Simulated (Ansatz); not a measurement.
Cartesian coordinates (Å):
```xyz
7

C      1.2980     0.0307    -0.0514
C      0.0000     0.0000     0.0001
C     -1.2980    -0.0307     0.0514
H      1.8231     0.8895    -0.4565
H      1.8935    -0.8015     0.3093
H     -1.8826    -0.4278    -0.7719
H     -1.8340     0.3398     0.9191
```
Charge 0, spin multiplicity 1.

Calculation: frozen-core CCSD(T)/aug-cc-pVTZ // PBE0-D4/def2-TZVPD run with Ansatz (a program for electronic structure).

| Item | Result |
|---|---|
| HF energy | -115.90704 Ha |
| MP2 correlation energy | -0.48339 Ha |

Task: Estimate the CCSD correlation energy, the (T) correction, the total energy and the T1 diagnostic.

Result: 
```yaml
CCSD correlation energy: -0.50891 Ha
"(T) correction": -0.02479 Ha
CCSD(T) total energy: -116.44074 Ha
T1 diagnostic: 0.012
```
